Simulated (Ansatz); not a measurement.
Born–Oppenheimer molecular dynamics of AlH$_{7}$Si (9 atoms, charge 0, multiplicity 1). It starts at the highest image of a converged band, a first-order saddle point between two minima.

Method: RKS r2SCAN-D4/def2-SVP in Ansatz 0.2.0.

```json
{
 "ensemble": "NVE (velocity Verlet)",
 "time step": "0.5 fs",
 "steps asked": "200",
 "starting velocities drawn for": "100 K",
 "seed": "2391"
}
```

Frames 1 fs apart, positions in Å, forces in eV/Å.

Velocities at 0 fs (Å/ps):

```
Al -0.18 0.05 -0.43
H 3.11 -10.13 -12.23
H 10.94 -6.17 -4.39
H -4.57 6.48 23.34
Si 0.35 0.30 0.05
H 0.96 -3.94 -10.91
H 3.49 -0.36 11.71
H -2.89 -2.56 -4.47
H -15.95 7.13 7.01
```

```xyz
9
Properties=species:S:1:pos:R:3:forces:R:3 time_fs=0 energy_less_start_eV=0.000 T=100
Al -0.118 -0.135 0.012 0.00 0.00 0.00
H 0.286 0.368 1.593 0.00 0.00 0.00
H 1.152 0.043 -0.908 0.00 0.00 0.00
H -1.675 0.032 -0.186 0.00 0.00 0.00
Si 0.143 -2.572 0.972 0.00 0.00 0.00
H -0.205 -3.275 -0.305 0.00 0.00 0.00
H 1.521 -2.990 1.371 0.00 0.00 0.00
H -0.831 -3.006 2.019 0.00 0.00 0.00
H 0.270 -0.759 1.523 0.01 0.00 0.00
9
Properties=species:S:1:pos:R:3:forces:R:3 time_fs=1 energy_less_start_eV=0.004 T=95
Al -0.119 -0.135 0.012 0.05 -0.07 -0.15
H 0.289 0.358 1.581 0.00 0.07 0.14
H 1.163 0.037 -0.912 -0.12 -0.01 0.08
H -1.680 0.039 -0.162 0.04 0.01 -0.03
Si 0.144 -2.572 0.972 0.01 -0.10 -0.14
H -0.204 -3.279 -0.316 0.05 0.07 0.16
H 1.525 -2.990 1.383 -0.09 0.03 -0.04
H -0.834 -3.009 2.015 0.00 -0.01 0.00
H 0.254 -0.752 1.530 0.07 0.01 -0.03
9
Properties=species:S:1:pos:R:3:forces:R:3 time_fs=2 energy_less_start_eV=0.015 T=83
Al -0.119 -0.135 0.011 0.07 -0.14 -0.28
H 0.292 0.349 1.570 0.01 0.13 0.27
H 1.172 0.031 -0.915 -0.22 -0.01 0.15
H -1.684 0.045 -0.139 0.07 0.02 -0.05
Si 0.144 -2.572 0.972 0.01 -0.18 -0.25
H -0.203 -3.282 -0.325 0.10 0.12 0.29
H 1.527 -2.990 1.394 -0.17 0.06 -0.08
H -0.836 -3.011 2.011 -0.01 -0.02 0.00
H 0.239 -0.744 1.537 0.13 0.02 -0.05
9
Properties=species:S:1:pos:R:3:forces:R:3 time_fs=3 energy_less_start_eV=0.029 T=69
Al -0.119 -0.135 0.011 0.08 -0.21 -0.38
H 0.295 0.341 1.562 0.02 0.19 0.38
H 1.180 0.025 -0.918 -0.29 -0.01 0.20
H -1.688 0.052 -0.117 0.11 0.03 -0.08
Si 0.144 -2.571 0.972 0.00 -0.23 -0.33
H -0.201 -3.284 -0.332 0.12 0.14 0.38
H 1.528 -2.990 1.404 -0.22 0.08 -0.11
H -0.840 -3.014 2.006 -0.01 -0.02 0.01
H 0.225 -0.737 1.543 0.19 0.03 -0.07
9
Properties=species:S:1:pos:R:3:forces:R:3 time_fs=4 energy_less_start_eV=0.039 T=57
Al -0.119 -0.135 0.010 0.07 -0.27 -0.42
H 0.299 0.334 1.558 0.02 0.23 0.45
H 1.185 0.018 -0.918 -0.33 0.00 0.22
H -1.690 0.059 -0.095 0.13 0.03 -0.10
Si 0.145 -2.571 0.972 -0.03 -0.24 -0.35
H -0.197 -3.285 -0.335 0.14 0.14 0.40
H 1.527 -2.989 1.414 -0.23 0.09 -0.12
H -0.843 -3.017 2.002 -0.01 -0.02 0.00
H 0.213 -0.729 1.548 0.24 0.04 -0.08
9
Properties=species:S:1:pos:R:3:forces:R:3 time_fs=5 energy_less_start_eV=0.044 T=52
Al -0.119 -0.136 0.009 0.04 -0.32 -0.40
H 0.302 0.330 1.558 0.01 0.24 0.48
H 1.186 0.012 -0.916 -0.33 0.02 0.21
H -1.691 0.067 -0.074 0.14 0.04 -0.13
Si 0.145 -2.571 0.972 -0.08 -0.21 -0.34
H -0.192 -3.285 -0.334 0.14 0.11 0.37
H 1.524 -2.986 1.422 -0.20 0.09 -0.12
H -0.846 -3.020 1.998 -0.01 -0.02 0.00
H 0.203 -0.721 1.553 0.29 0.05 -0.07
9
Properties=species:S:1:pos:R:3:forces:R:3 time_fs=6 energy_less_start_eV=0.042 T=54
Al -0.119 -0.136 0.008 -0.01 -0.37 -0.33
H 0.306 0.328 1.562 -0.01 0.22 0.47
H 1.185 0.006 -0.912 -0.29 0.04 0.18
H -1.691 0.074 -0.054 0.14 0.05 -0.15
Si 0.145 -2.571 0.971 -0.14 -0.15 -0.28
H -0.186 -3.283 -0.329 0.12 0.06 0.29
H 1.518 -2.983 1.429 -0.14 0.07 -0.11
H -0.849 -3.024 1.993 0.00 -0.01 0.00
H 0.196 -0.713 1.557 0.33 0.08 -0.05
9
Properties=species:S:1:pos:R:3:forces:R:3 time_fs=7 energy_less_start_eV=0.036 T=60
Al -0.119 -0.136 0.007 -0.07 -0.41 -0.21
H 0.309 0.329 1.571 -0.03 0.18 0.41
H 1.181 0.000 -0.907 -0.21 0.07 0.12
H -1.690 0.083 -0.036 0.13 0.07 -0.17
Si 0.145 -2.571 0.971 -0.22 -0.05 -0.20
H -0.178 -3.281 -0.322 0.09 -0.02 0.16
H 1.512 -2.980 1.436 -0.06 0.05 -0.09
H -0.852 -3.027 1.989 0.01 0.00 0.00
H 0.192 -0.703 1.561 0.36 0.11 -0.02
9
Properties=species:S:1:pos:R:3:forces:R:3 time_fs=8 energy_less_start_eV=0.029 T=68
Al -0.119 -0.137 0.005 -0.14 -0.45 -0.05
H 0.313 0.331 1.583 -0.05 0.12 0.32
H 1.174 -0.005 -0.900 -0.11 0.10 0.05
H -1.687 0.091 -0.020 0.11 0.08 -0.19
Si 0.146 -2.571 0.970 -0.30 0.07 -0.10
H -0.170 -3.279 -0.313 0.06 -0.12 0.00
H 1.505 -2.976 1.441 0.04 0.03 -0.06
H -0.855 -3.031 1.985 0.01 0.01 -0.01
H 0.191 -0.693 1.564 0.38 0.16 0.02
9
Properties=species:S:1:pos:R:3:forces:R:3 time_fs=9 energy_less_start_eV=0.024 T=74
Al -0.119 -0.138 0.004 -0.21 -0.49 0.12
H 0.316 0.334 1.599 -0.07 0.04 0.22
H 1.167 -0.009 -0.893 0.01 0.14 -0.04
H -1.683 0.101 -0.005 0.08 0.10 -0.20
Si 0.146 -2.572 0.969 -0.37 0.19 0.00
H -0.161 -3.278 -0.304 0.02 -0.21 -0.15
H 1.498 -2.971 1.446 0.14 0.01 -0.02
H -0.858 -3.034 1.980 0.01 0.03 -0.01
H 0.195 -0.681 1.568 0.38 0.22 0.08
9
Properties=species:S:1:pos:R:3:forces:R:3 time_fs=10 energy_less_start_eV=0.019 T=79
Al -0.120 -0.139 0.003 -0.28 -0.56 0.29
H 0.318 0.337 1.617 -0.08 -0.03 0.12
H 1.159 -0.012 -0.886 0.13 0.18 -0.12
H -1.679 0.112 0.008 0.04 0.12 -0.20
Si 0.146 -2.572 0.969 -0.42 0.29 0.06
H -0.152 -3.279 -0.297 0.00 -0.29 -0.28
H 1.493 -2.967 1.450 0.22 -0.01 0.01
H -0.861 -3.037 1.976 0.02 0.04 0.00
H 0.201 -0.667 1.572 0.38 0.28 0.13
9
Properties=species:S:1:pos:R:3:forces:R:3 time_fs=11 energy_less_start_eV=0.012 T=87
Al -0.120 -0.140 0.002 -0.33 -0.63 0.42
H 0.319 0.340 1.636 -0.08 -0.10 0.04
H 1.153 -0.013 -0.880 0.23 0.22 -0.19
H -1.674 0.123 0.018 0.00 0.14 -0.20
Si 0.146 -2.571 0.968 -0.44 0.36 0.07
H -0.143 -3.283 -0.292 -0.02 -0.35 -0.36
H 1.490 -2.962 1.455 0.26 -0.02 0.03
H -0.864 -3.040 1.971 0.01 0.05 0.01
H 0.212 -0.650 1.578 0.36 0.34 0.19
```

Of the whole run (100 fs, mean temperature of the second half 492 K): The conserved energy stayed within 0.058 meV per atom of its start (net change 0.034 meV per atom), so the integration is sound. The kinetic energy rose, since the run started high on the potential surface and went downhill. It ends in pieces (AlH5Si + H2), so much of that is their flight and rotation, not heat. A run of 0.1 ps of so small a system gives no equilibrium averages. The orbitals stay closed-shell, which can raise the energy where a bond breaks towards radicals; this wasn't checked here.

Run time: 4.4 min on 2 threads of Arm Neoverse V2 (shared host), peak memory 0.13 GiB.
